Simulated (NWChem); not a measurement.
All runs are NWChem calculations. System: Na2, charge 0, spin multiplicity 1, at a geometry optimised with PBE0/def2-SVP. The structure started from a generated list of species. Level: RHF/def2-TZVP.

The NWChem input:

```
start mol
memory heap 200 mb stack 900 mb global 1100 mb
geometry units angstroms nocenter noautoz
  Na     0.000000     0.000000     1.562474
  Na     0.000000     0.000000    -1.562474
  symmetry group D2h
end
basis spherical
  * library def2-tzvp
end
scf
  rhf
  nopen 0
  maxiter 100
  thresh 1e-7
  semidirect memsize 60000000 filesize 0
end
task scf energy
```

Output (cleaned and shortened):

```
             Northwest Computational Chemistry Package (NWChem) 7.3.0
             --------------------------------------------------------

                                NWChem Input Module
                                -------------------

 Scaling coordinates for geometry "geometry" by  1.889725989
 (inverse scale =  0.529177249)

 Turning off AUTOSYM since
 SYMMETRY directive was detected!

                             Geometry "geometry" -> ""
                             -------------------------

 Output coordinates in angstroms (scale by  1.889725989 to convert to a.u.)

  No.       Tag          Charge          X              Y              Z
 ---- ---------------- ---------- -------------- -------------- --------------
    1 Na                  11.0000     0.00000000     0.00000000     1.56247400
    2 Na                  11.0000     0.00000000     0.00000000    -1.56247400

 Effective nuclear repulsion energy (a.u.)      20.4900840363

            Nuclear Dipole moment (a.u.)
            ----------------------------
        X                 Y               Z
 ---------------- ---------------- ----------------
     0.0000000000     0.0000000000     0.0000000000

      Symmetry information
      --------------------

 Group name             D2h
 Group number             26
 Group order               8
 No. of unique centers     1

      Symmetry unique atoms

     1


 Summary of "ao basis" -> "" (spherical)
 ------------------------------------------------------------------------------
       Tag                 Description            Shells   Functions and Types
 ---------------- ------------------------------  ------  ---------------------
 *                         def2-tzvp                  on all atoms

 Summary of "ao basis" -> "ao basis" (spherical)
 ------------------------------------------------------------------------------
       Tag                 Description            Shells   Functions and Types
 ---------------- ------------------------------  ------  ---------------------
 Na                        def2-tzvp                12       32   5s4p3d
[...]
   Bfn.  Coefficient  Atom+Function         Bfn.  Coefficient  Atom+Function
  ----- ------------  ---------------      ----- ------------  ---------------
     7      0.609973  1 Na py                39     -0.609973  2 Na py
    10      0.160928  1 Na py                42     -0.160928  2 Na py

 Vector   10  Occ=2.000000D+00  E=-1.504766D+00  Symmetry=b1u
              MO Center=  2.5D-17, -1.3D-17, -2.3D-16, r^2= 2.7D+00
   Bfn.  Coefficient  Atom+Function         Bfn.  Coefficient  Atom+Function
  ----- ------------  ---------------      ----- ------------  ---------------
     8      0.610297  1 Na pz                40      0.610297  2 Na pz
    11      0.161699  1 Na pz                43      0.161699  2 Na pz

 Vector   11  Occ=2.000000D+00  E=-1.654355D-01  Symmetry=ag
              MO Center=  8.1D-33, -3.5D-21, -1.9D-16, r^2= 6.8D+00
   Bfn.  Coefficient  Atom+Function         Bfn.  Coefficient  Atom+Function
  ----- ------------  ---------------      ----- ------------  ---------------
     4      0.399095  1 Na s                 36      0.399095  2 Na s
     5      0.185014  1 Na s                 37      0.185014  2 Na s
     3     -0.169955  1 Na s                 35     -0.169955  2 Na s

 Vector   12  Occ=0.000000D+00  E= 4.683546D-03  Symmetry=b1u
              MO Center=  6.9D-16, -1.2D-15, -1.5D-14, r^2= 1.8D+01
   Bfn.  Coefficient  Atom+Function         Bfn.  Coefficient  Atom+Function
  ----- ------------  ---------------      ----- ------------  ---------------
     5      1.190830  1 Na s                 37     -1.190830  2 Na s

 Vector   13  Occ=0.000000D+00  E= 3.750434D-02  Symmetry=b2u
              MO Center=  2.3D-32,  2.4D-23,  3.0D-17, r^2= 1.3D+01
   Bfn.  Coefficient  Atom+Function         Bfn.  Coefficient  Atom+Function
  ----- ------------  ---------------      ----- ------------  ---------------
    13      0.568988  1 Na py                45      0.568988  2 Na py

 Vector   14  Occ=0.000000D+00  E= 3.750434D-02  Symmetry=b3u
              MO Center= -8.9D-23, -2.4D-32, -1.4D-16, r^2= 1.3D+01
   Bfn.  Coefficient  Atom+Function         Bfn.  Coefficient  Atom+Function
  ----- ------------  ---------------      ----- ------------  ---------------
    12      0.568988  1 Na px                44      0.568988  2 Na px

 center of mass
 --------------
 x =   0.00000000 y =   0.00000000 z =   0.00000000

 moments of inertia (a.u.)
 ------------------
         400.856065027051           0.000000000000           0.000000000000
           0.000000000000         400.856065027051           0.000000000000
           0.000000000000           0.000000000000           0.000000000000

  Mulliken analysis of the total density
  --------------------------------------

    Atom       Charge   Shell Charges
 -----------   ------   -------------------------------------------------------
    1 Na  11    11.00   2.00  0.67  1.32  0.63  0.31  5.07  0.92  0.03  0.04  0.00  0.00  0.00
    2 Na  11    11.00   2.00  0.67  1.32  0.63  0.31  5.07  0.92  0.03  0.04  0.00  0.00  0.00

       Multipole analysis of the density wrt the origin
       ------------------------------------------------

     L   x y z        total         open         nuclear
     -   - - -        -----         ----         -------
     0   0 0 0     -0.000000      0.000000     22.000000

     1   1 0 0     -0.000000      0.000000      0.000000
     1   0 1 0      0.000000      0.000000      0.000000
     1   0 0 1      0.000000      0.000000      0.000000

     2   2 0 0    -18.685090      0.000000      0.000000
     2   1 1 0     -0.000000      0.000000      0.000000
     2   1 0 1      0.000000      0.000000      0.000000
     2   0 2 0    -18.685090      0.000000      0.000000
     2   0 1 1     -0.000000      0.000000      0.000000
     2   0 0 2     -6.853043      0.000000    191.798829

 Task  times  cpu:        0.4s     wall:        0.4s

 Total times  cpu:        0.4s     wall:        0.4s
```
